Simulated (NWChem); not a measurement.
System: CH₅N cation, doublet; SMILES of the neutral closed-shell parent NC

Input file for NWChem:

```
start job
memory heap 200 mb stack 900 mb global 1100 mb
charge 1
geometry units angstroms noautosym nocenter noautoz
  C      0.022104     0.701182    -0.000330
  N      0.000444    -0.701264    -0.000058
  H     -0.584848     1.094138    -0.865562
  H      1.046223     1.111861    -0.003216
  H     -0.578552     1.093973     0.869662
  H     -0.891348    -1.227846     0.000138
  H      0.866456    -1.268495     0.000205
end
basis spherical
  * library def2-svp
end
dft
  odft
  mult 2
  xc pbe0
  iterations 150
end
cosmo
  dielec 25.0
end
task dft energy
```

Coordinates come from a PBE-D3(BJ)/def2-SVP, spin-unrestricted optimisation. This spin state was assumed; another may lie lower. No stability test was run on the SCF state.

Level: PBE0/def2-SVP with COSMO at NWChem's default radii, gas-phase geometry; the question gives the dielectric constant. Reactions with the solvent are ignored.

Give the results of this calculation. (PBE0/def2-SVP, spin-unrestricted, COSMO on the gas-phase geometry.) Quantities: electrostatic solvation energy (kcal/mol).

The electrostatic solvation energy (kcal/mol) comes out as -70.0.
